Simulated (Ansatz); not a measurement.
A made-up structure of CH₄LiO (charge +1), closed shell:

Li1  (-1.373, -1.643, 0.834)
C2  (-0.492, -0.173, -0.290)
O3  (0.849, 0.585, 0.100)
H4  (-1.125, 0.705, -0.460)
H5  (-0.207, -0.486, -1.300)
H6  (0.756, 1.045, 0.947)
H7  (-0.523, -0.669, 0.646)
(Å)

It is relaxed with PBE-D4/def2-SVP and then PBE0-D4/def2-TZVP (Ansatz 0.2.0). Atoms count as bonded within 1.22 times the sum of their covalent radii (H–H: 0.88 Å). The end point is not checked to be a true minimum.

(1) Does its bonding change? (Judge from chemistry; the calculation decides.)

Results:

(1) Computed: Yes. Formed: Li1–O3; broken: Li1–C2, Li1–H7.

Where it ends: The first stage lowers the energy by 3.47 eV in 27 steps. It ends as CH₄LiO ([Li][OH][CH3]), total charge +1:
Li1  (1.001, -1.977, 0.411)
C2  (-0.821, 0.224, -0.225)
O3  (0.326, -0.303, 0.484)
H4  (-0.511, 1.043, -0.875)
H5  (-1.229, -0.583, -0.831)
H6  (0.695, 0.402, 1.027)
H7  (-1.575, 0.559, 0.486)
(Å)

Labels in which every atom is bracketed show which atoms are joined, not bond orders.

For scale, one of the runs: PBE0-D4/def2-TZVP relaxation, 100 basis functions, launched by `ansatz run in.yaml --threads 2 --pin off --events-out ev --progress --plain --max-ram 4352MiB`. Hardware: 2 CPU threads of an Arm Neoverse V2, shared host. Wall time about 7 s.
